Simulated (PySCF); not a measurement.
## `FC(Cl)(Cl)Cl`: ΔSCF against reference XPS values

Measured values to reproduce (core binding energies): Cl 1s of Cl3/Cl4/Cl5 2829.30 eV [1]. Sources and the comparison follow the method.

Compound: CCl3F.
SMILES with atom numbers: `[F:1][C:2]([Cl:3])([Cl:4])[Cl:5]`

Cartesian coordinates in Å at the PBE0-D3(BJ)/def2-SVP level; atoms count from 1:
```
atom  x, y, z in Å
F1    -0.9961    0.9751   -0.1244
C2    -0.0520    0.0510   -0.0065
Cl3    0.6091    0.1269    1.6296
Cl4   -0.7738   -1.5341   -0.3034
Cl5    1.2129    0.3811   -1.1954
```

Method used: delta-SCF UKS SCAN, pcX-2 on the ionised atom, pcseg-1 elsewhere, spin-free X2C in PySCF 2.14.0. Vertical ΔSCF values, vacuum level as zero.

| atom | environment | level | this calculation (eV) | reference (eV) | difference (eV) | source |
| --- | --- | --- | --- | --- | --- | --- |
| Cl3/Cl4/Cl5 | chlorine of a CCl3 group | Cl 1s | 2829.84 | 2829.30 | +0.54 | [1] |

[1] measured, gas; Cunha, Hait, Kang, Mao, Head-Gordon, J. Phys. Chem. Lett. 2022, 13, 3438 (arXiv:2111.08405)

How far is it from the measured entries?

The one measured value differs by +0.54 eV, too little evidence for a typical error. The calculation is vertical and has no vibrational structure, and measured positions depend on the energy calibration.

What does the calculation give for the levels without a reference value here?

F1 F 1s 694.48 eV; C2 C 1s 297.98 eV; Cl3/Cl4/Cl5 Cl 2p3/2 207.26 eV.

Atoms equivalent by their bonding share one computed value, that of the first of them. The 2p values aren't plain energy differences: one relaxed spin-free 2p hole is combined with a matrix within the shell (ground-state 2p orbital-energy differences and spin–orbit coupling). 2p3/2, the mean of its two sublevels, lies a third of the splitting below the shell's mean and 2p1/2 two thirds above it; the statistical areas are 2:1. 2p1/2 minus 2p3/2 (ligand field included): Cl 1.65 eV. Geometry: PBE0-D3(BJ)/def2-SVP; no solvent, vibrations or thermal averaging.
